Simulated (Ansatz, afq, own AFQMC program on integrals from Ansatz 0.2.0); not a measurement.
# H₃O⁻, triplet: AFQMC among the cluster methods

```xyz
4

O     0.0602   -0.0026    0.0000
H    -0.3095    1.0427    0.0000
H    -0.3227   -0.5006    0.9862
H    -0.3227   -0.5006   -0.9863
```

Basis 6-31++G**. Only valence electrons are correlated. AFQMC by an in-house program on the Cholesky factors that Ansatz 0.2.0 writes for its CCSD(T) run. The CISD trial takes its coefficients from CCSD amplitudes. Released means that phaseless walkers are propagated on without the constraint, phases kept. Free AFQMC starts from the CCSD state and is never constrained. Its projection time is finite, and what remains of the start isn't in its error. ± is one standard error of the sampling.

Determinant: UHF, the one that the program's search chose, which needn't be the lowest solution. The geometry is a point of a scan.

No full CI on the walks' own integrals is used here; CCSDT(Q) serves as the reference and is uncertain by about the last step of the cluster series.

Cautions: lower spins were not checked; the released energies move by 1.5 errors or more from one time to the next, so no released level is given (meV from the phaseless value at times in 1/Eh: -21 ± 13 at 0.24, -21 ± 11 at 0.51, -21 ± 11 at 0.99, -21 ± 11 at 1.62, -47 ± 16 at 2.40), though the last usable value meets CCSDT(Q) within the noise.

The T1 diagnostic is 0.0205 and the weight of the determinant in the CISD state is 0.913. The ⟨S²⟩ of the determinant is 2.003. The size of the correlated space is 10 electrons in 36 orbitals.

```csv
level,correlation energy (eV)
MP2,-6.3834
CCSD,-6.5889
CCSD(T),-6.7551
```

Estimate where phaseless AFQMC with the Hartree–Fock trial lies against CCSD(T) on the same integrals.

2.53 ± 2.59 mEh below CCSD(T). The gap is under twice the noise, so this walk alone can't tell the two apart.

Reference: CCSDT(Q), correlation energy -6.791 eV.

| level | E − E(reference) (mEh) | share of correlation (%) |
| --- | --- | --- |
| CCSD(T) | 1.32 | 99.47 |
| CCSDT | 0.96 | 99.62 |
| ph-AFQMC/HF | -1.21 ± 2.59 | 100.49 |
| ph-AFQMC/CISD | 1.15 ± 0.41 | 99.54 |
| free AFQMC | 0.67 ± 0.40 | 99.73 |

Free projections are given only where their last times agree within the noise and don't stop above the reference; a slow remainder of the start can still hide under it. A walk keeps the symmetry of its determinant, which the program's search chose and which needn't be the lowest solution, so a lower state of the same spin and another symmetry isn't excluded.
